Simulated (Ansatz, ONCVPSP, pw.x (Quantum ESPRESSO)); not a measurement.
# What a changed setting does to a pw.x run (diamond Ge)

Potential: optimised norm-conserving Vanderbilt (ONCV), ONCVPSP 4.0.1.1 (patched build), PBE; core [Ar] 3d10, reference 4s2 4p2; waves: 4s: rc 1.65 bohr, ncon 3, nbas 7, qcut 4.1 1/bohr, 2 projectors, debl 3 Ha; 4p: rc 2.20 bohr, ncon 3, nbas 7, qcut 4.8 1/bohr, 2 projectors, debl 0.8 Ha; d scattering state at 0.26 Ha: rc 2.00 bohr, ncon 4, nbas 7, qcut 5.4 1/bohr, 2 projectors, debl 3.7 Ha; local part: polynomial inside 1.50 bohr (lpopt 5, dvloc0 0 Ha); core correction: none.

The reference run (k-mesh 8³, cutoffs 75/300 Ry, Fermi–Dirac 0.01 Ry, mixing_beta 0.4, conv_thr 1e-9, no spin) gives 0.42 GPa at 23.951 Å³/atom, where all-electron LAPW gives 0.00 GPa. This run, with its own iteration cap, changes smearing to mv.

```
&control
  calculation='scf', prefix='x', pseudo_dir='./', outdir='./tmp', tstress=.true., disk_io='none'
/
&system
  ibrav=0, nat=2, ntyp=1, ecutwfc=75, ecutrho=300, nbnd=11,
  occupations='smearing', smearing='mv', degauss=0.01
/
&electrons
  conv_thr=1e-09, mixing_beta=0.4, electron_maxstep=50
/
ATOMIC_SPECIES
Ge 1.0 Ge.UPF
CELL_PARAMETERS angstrom
  0.00000000 2.88253474 2.88253474
  2.88253474 0.00000000 2.88253474
  2.88253474 2.88253474 0.00000000
ATOMIC_POSITIONS crystal
Ge 0.0000 0.0000 0.0000
Ge 0.2500 0.2500 0.2500
K_POINTS automatic
8 8 8 0 0 0
```

```bash
pw.x < Ge.scf.in > Ge.scf.out
```

How does the run end?

It converges in 9 iterations; the free energy moves by +7.1 meV/atom and the pressure by -0.09 GPa. This scheme is built to cancel the term in the square of the width that Fermi–Dirac smearing leaves in the F of a metal.

```
Message from routine setup:
     using ibrav=0 with symmetry is DISCOURAGED, use correct ibrav instead
     lattice parameter (alat)  =       7.7035  a.u.
     unit-cell volume          =     323.2587 (a.u.)^3
     number of electrons       =         8.00
     number of Kohn-Sham states=           11
     kinetic-energy cutoff     =      75.0000  Ry
     charge density cutoff     =     300.0000  Ry
     scf convergence threshold =      1.0E-09
     Exchange-correlation= PBE
     number of k points=    29  Marzari-Vanderbilt smearing, width (Ry)=  0.0100
     iteration #  1     ecut=    75.00 Ry     beta= 0.40
     total energy              =     -15.75313395 Ry
     estimated scf accuracy    <       0.03012610 Ry
     iteration #  2     ecut=    75.00 Ry     beta= 0.40
     total energy              =     -15.75189794 Ry
     estimated scf accuracy    <       0.00946647 Ry
     iteration #  3     ecut=    75.00 Ry     beta= 0.40
     total energy              =     -15.75193488 Ry
     estimated scf accuracy    <       0.00009686 Ry
     iteration #  4     ecut=    75.00 Ry     beta= 0.40
     total energy              =     -15.75212521 Ry
     estimated scf accuracy    <       0.00000307 Ry
     iteration #  5     ecut=    75.00 Ry     beta= 0.40
     total energy              =     -15.75215875 Ry
     estimated scf accuracy    <       0.00000037 Ry
     iteration #  6     ecut=    75.00 Ry     beta= 0.40
     total energy              =     -15.75215636 Ry
     estimated scf accuracy    <       0.00000023 Ry
     iteration #  7     ecut=    75.00 Ry     beta= 0.40
     total energy              =     -15.75216522 Ry
     estimated scf accuracy    <          4.9E-09 Ry
     iteration #  8     ecut=    75.00 Ry     beta= 0.40
     total energy              =     -15.75216473 Ry
     estimated scf accuracy    <          1.9E-09 Ry
     iteration #  9     ecut=    75.00 Ry     beta= 0.40
     the Fermi energy is     5.1955 ev
!    total energy              =     -15.75216446 Ry
     estimated scf accuracy    <          2.3E-10 Ry
     smearing contrib. (-TS)   =       0.00010873 Ry
     The total energy is F=E-TS. E is the sum of the following terms:
     one-electron contribution =       3.48901796 Ry
     hartree contribution      =       1.20988334 Ry
     xc contribution           =      -4.62859598 Ry
     ewald contribution        =     -15.82257851 Ry
     convergence has been achieved in   9 iterations
          total   stress  (Ry/bohr**3)                   (kbar)     P=        3.32
     Message from routine punch:
     Nothing written, as per user request (disk_io='none')
```

The run took about 24 s on one core of a shared host (Neoverse-V1, 32 threads, 126 GiB, load 12).
